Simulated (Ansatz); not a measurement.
The input, for Ansatz 0.2.0:

```yaml
crystal:
  periodic: [false, false, false]
  atoms:
    - {symbol: B, position_ang: [0.000000, 0.000000, 0.271726]}
    - {symbol: B, position_ang: [0.000000, 0.000000, -3.323397]}
    - {symbol: H, position_ang: [0.000000, 0.000000, 3.051671]}
basis:
  gaussian: {orbitals: def2-SVP}
magnetization: {spin_polarized: false, initial_magnetization: 1}
correlation: {method: fic_nevpt4_sd, electrons: outside_noble_gas, active_space: {window: {electrons: 5, orbitals: 6}}}
accuracy: high
scf: {lower_state_search: full}
```

```sh
$ ansatz run in.yaml --threads 1 --pin off --events-out ev --progress --plain --max-ram 2393MiB
```

The program prints:

```
625 factors; integrals over basis functions are off by at most 2.7e-9 eV
mean field evaluation 1: about -1341.9168 eV, gradient 1.2e1 eV
mean field evaluation 2: about -1341.9174 eV, gradient 1.2e1 eV
mean field evaluation 4: about -1343.8070 eV, gradient 6.2e0 eV
mean field evaluation 8: about -1345.0114 eV, gradient 8.3e-1 eV
mean field evaluation 16: about -1345.0256 eV, gradient 7.6e-6 eV
mean field evaluation 32: about -1345.0695 eV, gradient 5.9e-2 eV
mean field evaluation 64: about -1344.6035 eV, gradient 1.1e-6 eV
mean field evaluation 96: about -1341.5691 eV, gradient 1.5e0 eV
mean field evaluation 128: about -1344.6035 eV, gradient 2.3e-8 eV
mean field evaluation 160: about -1345.0690 eV, gradient 6.2e-2 eV
mean field evaluation 192: about -1342.3147 eV, gradient 5.8e-1 eV
mean field evaluation 224: about -1345.0256 eV, gradient 1.4e-7 eV
mean field evaluation 256: about -1343.5630 eV, gradient 9.1e0 eV
mean field evaluation 288: about -1343.5866 eV, gradient 1.1e1 eV
mean field evaluation 320: about -1338.8974 eV, gradient 1.8e1 eV
mean field -1345.06953248 eV, -49.4303935978 hartree, gradient 6.2e-9 eV, S^2 0.750000; 20 other end points of the search recorded, 0 dependent functions left out
reference -1345.06953248 eV, -49.4303935978 hartree; 6, 5 occupied and 27, 28 virtual orbitals, 625 factors
state -1348.12698855 eV, -49.5427530359 hartree
state -1348.12698855 eV, -49.5427530359 hartree; corrected -1350.43184106 eV, -49.6274548035 hartree
state -1348.08547012 eV, -49.5412272616 hartree
state -1348.08547012 eV, -49.5412272616 hartree; corrected -1350.43315318 eV, -49.6275030228 hartree
state -1348.08547012 eV, -49.5412272616 hartree; corrected -1350.43315318 eV, -49.6275030228 hartree
WARN: the results are in doubt because another end's mean lies 0.042 eV lower, and its corrected mean 0.001 eV higher
Total energy: -1350.43315318 eV, -49.6275030228 hartree
In doubt: another end's mean lies 0.042 eV lower, and its corrected mean 0.001 eV higher
```

Natural occupations: 1.8865 1.5279 1.0000 0.4723 0.0584 0.0549.

Ran on 1 thread of Arm Neoverse V1, shared host: 5.5 s wall, 0.15 GiB peak host memory.
